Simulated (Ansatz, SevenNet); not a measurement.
Elastic constant C11 (GPa) of solids drawn from the class of silicides and borides, at two levels: the machine-learned potential SevenNet-0 (trained on PBE and PBE+U data), and PBE (Ansatz, a quantum-chemistry and plane-wave program, plane waves, PAW).

| solid | SevenNet-0 | PBE |
|---|---|---|
| AlB2-type MgB2 | 357 | 427 |
| C11b MoSi2 | 261 | 393 |
| AlB2-type TiB2 | 469 | 650 |
| AlB2-type ZrB2 | 379 | 562 |
| AlB2-type HfB2 | 384 | ? |
| antifluorite Mg2Si | 80.6 | 116 |
| C11b WSi2 | 266 | 421 |

### Question
Estimate the withheld PBE value from the other rows.

### Answer
One way: carry over the typical ratio. The ratios PBE / SevenNet-0 of the other rows, in order: 1.196, 1.386, 1.439, 1.483, 1.506, 1.583; median 1.4610. AlB2-type HfB2: 384 × 1.4610 = 561 GPa; the run gives 595 GPa. The ratios spread from 1.196 to 1.583, so such an estimate is rough.

Over all 7 rows PBE is the larger in 7.

Ansatz's runs of these crystals have no spin polarisation.

Spin–orbit coupling is left out, also for the solids with elements from indium on (AlB2-type HfB2, C11b WSi2); its size isn't shown.

Each level is taken at its own relaxed cell. Ansatz's density-functional and Hartree–Fock values are scalar-relativistic unless marked +SOC, with PAW data made under PBE.
